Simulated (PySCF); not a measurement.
This PySCF input asks for the NMR shieldings of `CCC1=C(C)P1`, C$_{5}$H$_{9}$P; the geometry comes from GFN2-xTB.

```python
import basis_set_exchange as bse
import numpy as np
from pyscf import gto, dft
from pyscf.prop import nmr

atoms = """
C    -1.747148   -0.865427   -0.405307
C    -1.412019    0.623282   -0.426731
C     0.010938    0.859158   -0.132652
C     1.185997    0.358090    0.144042
C     2.022273   -0.825217    0.386346
P     1.277927    2.199147   -0.005268
H    -1.154063   -1.398404   -1.144555
H    -2.800573   -1.016596   -0.629044
H    -1.536640   -1.287162    0.574743
H    -1.643237    1.051799   -1.406685
H    -2.020808    1.156658    0.309809
H     1.424984   -1.732651    0.303754
H     2.835947   -0.862658   -0.337906
H     2.463505   -0.775143    1.381940
H     1.088503    2.523113    1.365602
"""
names = dict.fromkeys(["C", "P", "H"], "pcSseg-1")
basis = {el: gto.basis.parse(bse.get_basis(n, elements=[el], fmt="nwchem")) for el, n in names.items()}
mol = gto.M(atom=atoms, basis=basis, charge=0, verbose=0)
mf = dft.RKS(mol, xc="PBE0")
mf.grids.level = 2
mf.grids.alignment = dft.numint.BLKSIZE   # the property module wants whole blocks of grid points
mf.conv_tol = 1e-9
mf.kernel()

calc = nmr.RKS(mf)   # GIAO
C = mf.mo_coeff
Co = C[:, mf.mo_occ > 0]
resp = mf.gen_response(singlet=True, hermi=2)
def vind(x):   # induced exchange potential for any number of trial vectors
    d = np.einsum("pi,xij,qj->xpq", C, 2 * x.reshape(-1, C.shape[1], Co.shape[1]), Co, optimize=True)
    return np.einsum("xpq,pi,qj->xij", resp(d - d.transpose(0, 2, 1)), C, Co, optimize=True).ravel()
mo1, _ = nmr.rhf.solve_mo1(calc, with_cphf=vind)
sigma = calc.kernel(mo1)
for i, s in enumerate(sigma):   # ppm
    print("%2d %-2s %9.2f" % (i, mol.atom_pure_symbol(i), np.trace(s) / 3))
```

Task: Give the expected output.

Result: 
```
 0 C     171.02
 1 C     157.64
 2 C      63.01
 3 C      67.19
 4 C     169.90
 5 P     578.84
 6 H      30.27
 7 H      30.34
 8 H      30.22
 9 H      28.93
10 H      28.91
11 H      28.85
12 H      29.31
13 H      29.30
14 H      30.12
```

These numbers come from an equivalent density-fitted implementation of the same equations, which agrees with the script to about 0.01 ppm for H and up to a few tenths of a ppm for heavy atoms, so last digits may differ.

Size and cost of the density-fitted run: 154 basis functions, 33 s wall time on 1 thread of an Arm Neoverse N1, shared host; peak memory 0.72 GiB.
